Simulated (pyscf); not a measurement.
Elementary routes open to dichlorosilylene (Cl–Si:–Cl) [singlet] + water (H₂O) in the gas phase (singlet surface):
A. hydrogen chloride (HCl) + HO–Si:–Cl [singlet] (Cl–Si, H–O broken; Cl–H, O–Si formed)
B. HO–SiH(Cl)–Cl (H–O broken; O–Si, H–Si formed)

Structures and frequencies: ωB97X-D3(BJ)/def2-SVP in PySCF. MP2 and CC: frozen core, UHF for open shells. ΔMP2 is the change of the MP2 total energy from the triple- to the quadruple-zeta basis.

Problem. Rank the routes by free-energy barrier at 900 K, lowest first, for CCSD(T)/def2-TZVPP + ΔMP2(QZVPP) energies (ideal gas, 1 atm, RRHO with modes under 100 cm⁻¹ raised to 100, one conformer, R ln 2 for chiral ones without a mode under 150 cm⁻¹).

Solution. A (36.3 kcal/mol), B (48.6 kcal/mol)

Route A is the fastest of these, ahead of the next by 12.3 kcal/mol. The most stable products are those of B (ΔG = -28.6 kcal/mol), whose barrier is 12.3 kcal/mol higher: the kinetic and the thermodynamic product differ. At 298 K A is still the fastest. A: On the reactant side the descent ends in an adduct with a O–Si contact, 15.0 kcal/mol under the separated species and 18.6 kcal/mol under the saddle at ωB97X-D3(BJ)/def2-TZVP. B: On the reactant side the descent ends in an adduct with a O–Si contact, 15.0 kcal/mol under the separated species and 33.2 kcal/mol under the saddle at ωB97X-D3(BJ)/def2-TZVP. Only these routes are compared; each barrier is that of the saddle found, and lower ones may exist. The CCSD(T) − MP2 part came from Ansatz, without density fitting, on the same reference.
